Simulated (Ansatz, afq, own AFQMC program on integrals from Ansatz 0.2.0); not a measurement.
## Au, doublet → Au⁺, triplet

A free Au atom.

E(triplet, charge +1) − E(doublet, charge +0) at this geometry, on UHF and UHF determinants.

Basis def2-TZVPP with its core potentials. Only valence electrons are correlated. Integrals, coupled cluster, full CI and functionals: Ansatz 0.2.0; the random walks run on the same integrals in our own AFQMC program. The CISD trial takes its coefficients from CCSD amplitudes. Released means that phaseless walkers are propagated on without the constraint, phases kept. Error bars are statistical, one sigma. No spin–orbit coupling. The metal's outer-core s and p shells are frozen, which shifts wave-function levels against functionals. The errors of all members are added in quadrature.

No full CI on the walks' own integrals is used here; CCSDT(Q) serves as the reference and is uncertain by about the last step of the cluster series. Each member takes its own surest rung, up to full CI.

Errors are counted within def2-TZVPP, not against nature.

Cautions: no spin-orbit coupling; outer-core shells of the metal frozen; Au⁺ (triplet): another spin lies lower; this isn't the first ionization.

Reference (CCSDT(Q)): 1104.0 kJ/mol.

```csv
level,vertical ionization energy (kJ/mol),error against CCSDT(Q) (kJ/mol)
HF,945.8,-158.2
MP2,1130.1,26.1
CCSD,1094.7,-9.3
CCSD(T),1105.2,1.2
CCSDT,1103.9,-0.1
ph-AFQMC/CISD,1103.7 ± 0.4,-0.4 ± 0.4
released AFQMC,1103.9 ± 0.5,-0.2 ± 0.5
```

Correlation beyond CCSD(T) takes off 1.2 kJ/mol. The perturbative (T) step is worth +10.6 kJ/mol.

A walk keeps the symmetry of its determinant, which the program's search chose and which needn't be the lowest solution, so a lower state of the same spin and another symmetry isn't excluded. Released energies are given only where the last usable release times agree within the noise; a slower fall can still hide under it.
